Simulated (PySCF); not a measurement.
Excitations are Tamm–Dancoff values on a coarser integration grid. The basis has no diffuse functions, so Rydberg states are missing or too high.

Cartesian coordinates (Å):
```xyz
6

C     -0.4867     0.0001     0.0025
C      0.9662    -0.0002    -0.0050
N      2.1230    -0.0005    -0.0111
H     -0.8716    -0.6933    -0.7589
H     -0.8625    -0.3142     0.9868
H     -0.8684     1.0081    -0.2143
```
Charge 0, multiplicity 1.

### Question
Give the T1 excitation (TDA), HOMO–LUMO gap, S1 excitation (TDA), LUMO and dipole moment at the level PBE0-D4/def2-TZVP // PBE0-D4/def2-SVP (PySCF).

### Answer

The T1 excitation (TDA) is 6.26 eV and the HOMO–LUMO gap is 10.26 eV. The S1 excitation (TDA) is 7.77 eV. The LUMO is 0.83 eV. The dipole moment is 4.03 D.
